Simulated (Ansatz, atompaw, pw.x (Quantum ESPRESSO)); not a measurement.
# Equation-of-state test of one PAW (atompaw) potential (magnesium)

magnesium, PAW, made with atompaw 4.2.0.5 (PBEsol, scalar-relativistic). Core [Ne], reference 3s1.75 3p0.25. Waves: 3s (bound): rc 2.90 bohr; 3s channel at 1.3 Ry: rc 2.90 bohr; 3p (bound): rc 2.90 bohr; 3p channel at 3.8 Ry: rc 2.90 bohr. Local part: vpsmatchnc scheme with l = 2 at -0.5 Ry, radius 2.80 bohr. Core correction: smooth core density matched at 1.50 bohr. Augmentation charge: sinc compensation charge, radius 2.50 bohr; PAW radius 2.90 bohr; waves and projectors: custom rrkj gramschmidtortho.

Atomic tests: cutoffs needed: 6 Ry and 6 Ry (the cutoffs (Ry, on a coarse ladder) from which the occupation-weighted sum of valence levels, in a spherical-Bessel basis at the reference potential, stays within 10 and 1 mRy of its value at 400 Ry); ghost test: no extra level below or beside the all-electron valence levels (s, p, d, f tested) (spherical-Bessel basis up to 400 Ry, 20 bohr box); lowest eigenvalue of the overlap operator: 0.53 (s channel).

Crystal test: bcc Mg in pw.x 7.5, no spin, 13³ k-points, Fermi–Dirac smearing 0.01 Ry, cutoffs 40/400 Ry. The reference is all-electron LAPW (Ansatz 0.2.0) with the same functional, mesh and smearing; V0 and B0 come from Birch–Murnaghan fits to the pressures at five volumes. Errors are pseudo minus all-electron; Δ is the rms difference of the E(V) curves that follow from these fits, minima aligned, over ±6 % about the mean V0. Mesh and smearing are coarse, so the numbers serve the comparison and aren't converged zero-temperature values; the lattice is a test structure that the element need not adopt.

```csv
V (Å³/atom),P all-electron (GPa),P pseudo (GPa)
21.324,2.25,2.18
21.885,1.14,1.07
22.446,0.16,0.08
23.007,-0.70,-0.78
23.568,-1.46,-1.55
```

All-electron: a0 = 3.559 Å (V0 = 22.55 Å³/atom), B0 = 36.1 GPa.

Pseudopotential: mean pressure error (GPa): -0.08; a0 (Å): 3.557; a0 error (%): -0.07; B0 error (%): +1.4; Δ (meV/atom): 0.4.

**Question.** At the middle volume, how do free energy and pressure move when the wave cutoff is lowered (ecutrho held at 400 Ry)?

**Answer.**

| cutoff (Ry) | shift of F (meV/atom) | shift of P (GPa) |
| --- | --- | --- |
| 18 | +0.2 | +0.00 |
| 24 | +0.1 | +0.00 |
| 32 | +0.0 | +0.00 |

The run at the middle volume (84 k-points, 6 iterations) took about 3.4 s on one core of a shared host (AMD EPYC 9R45 96-Core Processor, 96 threads, 376 GiB, load 67).
